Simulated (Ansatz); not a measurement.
`CSC(=O)O` → CH₃SH + `O=C=O` at 400 K and 1 bar (decarboxylation).

Isolated molecules relaxed with PBE0-D4/def2-TZVP in Ansatz; ΔE leaves out vibrations. CCSD(T)/CBS adds triple-zeta CCSD(T) − MP2 to the extrapolated MP2 energy (def2 sets, frozen cores). This one scheme is used for every species. One conformer a species, not always the lowest.

```json
{"species": "`CSC(=O)O`", "CCSD(T)/CBS energy (Eh)": "-626.64358", "H − E (kJ/mol)": "194.4", "S (J/(mol·K))": "349.6"}
{"species": "CH₃SH", "CCSD(T)/CBS energy (Eh)": "-438.22835", "H − E (kJ/mol)": "138.7", "S (J/(mol·K))": "269.4"}
{"species": "`O=C=O`", "CCSD(T)/CBS energy (Eh)": "-188.42285", "H − E (kJ/mol)": "44.5", "S (J/(mol·K))": "224.9"}
```

H − E and S are ideal-gas, rigid-rotor, harmonic terms from PBE0-D4/def2-TZVP, for one conformer and one mirror image of each species. 1 Eh = 2625.50 kJ/mol, R = 8.31446 J/(mol·K).

Question: By hand: ΔE, ΔH, ΔS and ΔG.

Answer: ΔE = (-438.22835) + (-188.42285) − (-626.64358) = -0.00762 Eh = -20.0 kJ/mol. Δ(H − E) = 138.7 + 44.5 − 194.4 = -11.2, so ΔH = -31.2 kJ/mol. ΔS = 269.4 + 224.9 − 349.6 = 144.7 J/(mol·K). ΔG = -31.2 − 400 × (144.7)/1000 = -89.1 kJ/mol.

Question: By hand: the equilibrium constant, and the temperature at which ΔG would vanish if ΔH and ΔS stayed fixed.

Answer: log₁₀ K = −ΔG/(RT ln 10) = 11.6. ΔH and −TΔS have one sign here, so there is no such temperature.

The number of gas molecules changes by +1, which sets the sign of ΔS. A doubt of 5 kJ/mol in ΔE shifts log₁₀ K by 0.7 here. Other conformers and mirror images would add mixing entropy, several J/(mol·K) or more a flexible species. These are equilibria of isolated gas molecules and say nothing of rates. Largest T1 diagnostic: 0.018 (customary marks: 0.02 for closed shells, 0.045 for open ones).
